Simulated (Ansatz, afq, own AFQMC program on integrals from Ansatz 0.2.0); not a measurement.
AFQMC on a folder of integrals that Ansatz 0.2.0 wrote.

```yaml
crystal:
  periodic: [false, false, false]
  atoms:
    - {symbol: C, position_ang: [-0.740087, 1.441483, -0.129913]}
    - {symbol: C, position_ang: [-0.210280, 0.212166, 0.610188]}
    - {symbol: B, position_ang: [1.062687, -0.481103, 0.083573]}
    - {symbol: H, position_ang: [-1.141666, 1.165679, -1.117089]}
    - {symbol: H, position_ang: [-1.552390, 1.935876, 0.426157]}
    - {symbol: H, position_ang: [0.054470, 2.184563, -0.296729]}
    - {symbol: H, position_ang: [-1.016254, -0.505295, 0.841470]}
    - {symbol: H, position_ang: [0.171915, 0.507612, 1.617947]}
    - {symbol: H, position_ang: [1.967904, -0.009179, -0.568703]}
basis:
  gaussian: {orbitals: def2-TZVP}
magnetization: {spin_polarized: true, initial_magnetization: 1}
correlation: {method: ccsd_t, electrons: outside_noble_gas, hamiltonian_folder: ham}
```

```sh
$ ansatz run in.yaml --threads 1 --pin off --events-out ev --progress --plain --max-ram 16896MiB --backend cuda --devices 0, --max-vram 18GiB
```

afq runs on the folder ham with

```
--method phaseless --trial cisd --walkers 700 --populations 10 --least-time 60 --time-step 0.005 --steps-per-block 50 --equilibration-blocks 28 --max-blocks 4000 --target-error 0.00024 --factor-cut 1e-05 --start spin_pure --seed 4640 --release-times 0.24,0.5,1 --release-step 0.02 --release-every 4 --taylor-order 6
```

Times are imaginary, in 1/Eh. The walk had a cap of 344 s. With eight or more populations the least sampling time is a fifth of least-time, and the error comes from their spread.

Output of the walk:

```
orbitals 126  electrons 9 8  factors 887 of 887
reference energy -103.87151502 Eh
CCSD correlation -0.45669737 Eh in 15 cycles, weight of the determinant in the CISD state 0.8457
energy of the start -104.328058 Eh
 block  time / (1/Eh)  mean weight  energy / Eh
     1     0.250  0.9996  -104.318824
     2     0.500  0.9995  -104.326238
     3     0.750  0.9987  -104.331926
     4     1.000  1.0002  -104.335975
     5     1.250  0.9997  -104.338417
     7     1.750  0.9993  -104.344701
     9     2.250  0.9987  -104.347550
    15     3.750  0.9997  -104.349539
    29     7.250  0.9992  -104.345183
    43    10.750  1.0000  -104.347755
    57    14.250  1.0002  -104.345428
    71    17.750  0.9992  -104.347028
    85    21.250  1.0004  -104.341011
    99    24.750  0.9993  -104.344829
   113    28.250  1.0008  -104.345001
   127    31.750  0.9999  -104.343212
   141    35.250  1.0003  -104.346441
   155    38.750  1.0009  -104.346455
   169    42.250  1.0003  -104.346136
   183    45.750  1.0000  -104.343834
   190    47.500  1.0001  -104.352219
   197    49.250  0.9999  -104.346423
   211    52.750  1.0004  -104.346011
   225    56.250  1.0010  -104.345140
   239    59.750  1.0001  -104.345158
   253    63.250  0.9996  -104.345018
   267    66.750  1.0001  -104.348671
   274    68.500  1.0000  -104.348907
error from the spread of 10 populations
released: time / (1/Eh)  energy / Eh  error  mean overlap
  0.24  -104.345500  0.000223  0.9998
  0.50  -104.345611  0.000234  0.9986
  1.00  -104.345842  0.000190  0.9914
energy -104.345345 +/- 0.000318 Eh
(rows thinned)
```

The run passed its tests (sampling time, drift between the halves within three errors, error under three times the target), which doesn't prove that it has relaxed, ending at its cap on processor time.

Against this walk (error 8.6 meV) on the same determinant: CCSD(T) 22.5 meV higher. The error is statistical and leaves out the bias of the constraint. None of these is a sure reference here. The released energies are still falling (meV from the phaseless value at times in 1/Eh: -4 ± 6 at 0.24, -7 ± 6 at 0.50, -14 ± 5 at 1.00), so they give no level.

Cautions: constraint bias not in the error; error above the target (8.6 against 6.5 meV).

The walk took 5.7 min on 1 × NVIDIA H100 80GB HBM3 with 2 threads of AMD EPYC 7R13 Processor (Zen 3), with other jobs on the host (the card was shared). The log's last line is the phaseless energy.
